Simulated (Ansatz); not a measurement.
Born–Oppenheimer molecular dynamics of BH4NO (7 atoms, charge 0, multiplicity 1). It starts from a relaxed structure.

All numbers below come from RKS r2SCAN-D4/def2-SVP in Ansatz.

- ensemble: NVT, Nosé–Hoover chain
- time step: 0.5 fs
- steps asked: 150
- set temperature: 400 K
- thermostat: time constant 100 fs, chain length 3 (defaults)
- seed: 729094

First frame:

```xyz
7
Properties=species:S:1:pos:R:3
B 0.097 -0.197 0.151
N -0.025 0.044 1.527
H -0.917 0.132 1.993
H 0.779 0.144 2.135
O 1.354 -0.301 -0.391
H 1.327 -0.466 -1.338
H -0.904 -0.308 -0.528
```

Problem. How far do the bonds stretch over the last three quarters of this one trajectory? (Pairs bonded in most of those frames.)

Solution. 
```tsv
bond	mean (Å)	spread (Å)	shortest	longest
B1–N2	1.403	0.024	1.36	1.45
B1–O5	1.373	0.023	1.32	1.41
B1–H7	1.216	0.013	1.19	1.24
N2–H3	1.011	0.017	0.98	1.04
N2–H4	1.015	0.014	0.99	1.04
O5–H6	0.965	0.026	0.92	1.00
```

Mean temperature of the second half: 210 K. The conserved energy stayed within 0.31 meV per atom of its start (net change 0.26 meV per atom), so the integration is sound. The mean temperature of the second half is 48 % below the set value. A run of 0.075 ps of so small a system gives no equilibrium averages.

The run took 5.2 min on 1 thread of Arm Neoverse V1, on a shared host, peak memory 0.11 GiB.
